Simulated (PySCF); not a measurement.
# Shapes and spin states of S(OH)₂

These are results of PySCF, PBE0, basis S def2-TZVP, O def2-TZVP, H def2-TZVP (no relativity, density fitting), not measurements.

Relaxations began from a few typed shapes and spin states; open shells are unrestricted. The search is not exhaustive: other isomers or separated fragments can lie lower, and high-lying points may rest on an excited occupation.

| spin | group | bonds | angles | imaginary modes (cm⁻¹) | ΔE (kJ/mol) | ΔE with ZPE (kJ/mol) |
| --- | --- | --- | --- | --- | --- | --- |
| singlet | C2 | O–H 0.965 Å (×2), S–O 1.635 Å (×2) | H–O–S 108.7° (×2), O–S–O 103.6° | none | 0.0 | 0.0 |
| triplet | C2v | O–H 0.965 Å (×2), S–O 1.725 Å (×2) | H–O–S 112.4° (×2), O–S–O 156.0° | none | 187.2 | 179.1 |
| triplet | Cs | O–H 0.966 Å, O–H 0.968 Å, S–O 1.713 Å, S–O 1.737 Å | H–O–S 107.5°, H–O–S 111.8°, O–S–O 151.4° | none | 199.5 | 190.3 |
| triplet | C2h | O–H 0.966 Å (×2), S–O 1.728 Å (×2) | H–O–S 117.6° (×2), O–S–O 180.0° | 735i, 421i, 262i | 239.5 | – |
| singlet | C2h | O–H 0.969 Å (×2), S–O 1.710 Å (×2) | H–O–S 110.8° (×2), O–S–O 180.0° | 464i | 255.7 | – |

The lowest minimum found is the singlet C2: O–H 0.965 Å (×2), S–O 1.635 Å (×2); H–O–S 108.7° (×2), O–S–O 103.6°.
